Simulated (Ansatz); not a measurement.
The same path of C$_{2}$H$_{7}$B (10 atoms, charge 0, multiplicity 1) was run twice with different band settings. Lost on the way: B1–H2, B1–C3. Made: H2–C3.

The calculation used Ansatz 0.2.0, RKS B3LYP/def2-mTZVP.

Relaxed end points:

```xyz
10
Properties=species:S:1:pos:R:3
B 0.124 -0.041 0.308
H -0.107 -0.188 1.476
C 1.622 0.034 -0.133
H 2.059 -0.969 -0.011
H 1.791 0.336 -1.169
H 2.218 0.673 0.526
C -1.097 0.026 -0.666
H -1.728 -0.865 -0.552
H -1.756 0.857 -0.381
H -0.850 0.139 -1.723
```

```xyz
10
Properties=species:S:1:pos:R:3
B -1.724 0.580 0.543
H 1.743 0.290 0.817
C 2.626 -0.044 0.272
H 2.473 -1.063 -0.083
H 2.801 0.615 -0.578
H 3.491 -0.019 0.934
C -2.194 0.017 -0.802
H -2.275 -1.077 -0.758
H -3.178 0.423 -1.072
H -1.485 0.277 -1.599
```

Common settings: movable images 7; climbing image yes; spring 5.0 eV/Å²; optimiser quadratic models (default); start path through a guess of the saddle point; iteration limit 60; end points relaxed.

| run | force threshold |
| --- | --- |
| 1 | 0.05 eV/Å |
| 2 | 0.5 eV/Å |

Q: What does each run give, and how far can it be trusted?

A: Run 1: converged after 22 iterations, highest image 4.236 eV above the first end. Neighbouring images differ by up to 3.8 eV, so the band resolves the path poorly. A vibrational analysis at the climbing image gives one clearly imaginary mode, 1221i cm⁻¹: a first-order saddle point.
Run 2: converged after 13 iterations, highest image 4.244 eV above the first end. The threshold of 0.5 eV/Å is loose, so the images may lie well off the minimum-energy path. Neighbouring images differ by up to 3.4 eV, so the band resolves the path poorly. The order of the stationary point at the top wasn't checked.
The orbitals stay closed-shell, which can raise the energy where a bond breaks towards radicals; this wasn't checked here.
